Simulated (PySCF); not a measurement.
Compound: C3F3 (charge -1).
Geometry (PBE0-D3(BJ)/def2-SVP, Å), atoms numbered from 1 in this order:
```
atom  x, y, z in Å
C1     2.121    0.623   -0.539
C2     0.957    0.278   -0.242
C3    -0.375   -0.110    0.091
F4    -1.336    0.752   -0.348
F5    -0.611   -0.221    1.431
F6    -0.752   -1.320   -0.415
```

The closed-shell ground state was solved at several levels (PySCF, density fitting, gas phase, non-relativistic). No diffuse functions stand in pcJ-1, pcSseg-1 and pcSseg-2, which bears on an anion's orbital energies.

```csv
level,basis functions,total energy (Eh),HOMO (eV),LUMO (eV),gap (eV)
B3LYP/def2-SVPD,129,-413.5074,-1.81,4.48,6.29
B3LYP/pcSseg-2,216,-413.9748,-1.84,5.45,7.29
PBE0/pcSseg-1,102,-413.3373,-1.70,6.20,7.90
```

(1) What might B3LYP/pcJ-1 (162 basis functions) give for the same quantities?

(2) Over all these levels, which gives the widest orbital gap and which the narrowest?

(3) How much does the basis alone move the frontier levels among the 3 B3LYP rows (the withheld one included)?

## Answers

(1) Total energy -413.7938 Eh, HOMO -1.41 eV, LUMO 6.00 eV, gap 7.41 eV.

(2) PBE0/pcSseg-1 (global hybrid, 25 % exact exchange) has the widest, 7.90 eV, and B3LYP/def2-SVPD (global hybrid, 20 % exact exchange) the narrowest, 6.29 eV. Functional and basis both differ between the two, so the spread mixes both effects.

(3) The HOMO by 0.43 eV and the LUMO by 1.52 eV. By rising basis size (HOMO, LUMO in eV): def2-SVPD -1.81, 4.48; pcJ-1 -1.41, 6.00; pcSseg-2 -1.84, 5.45.
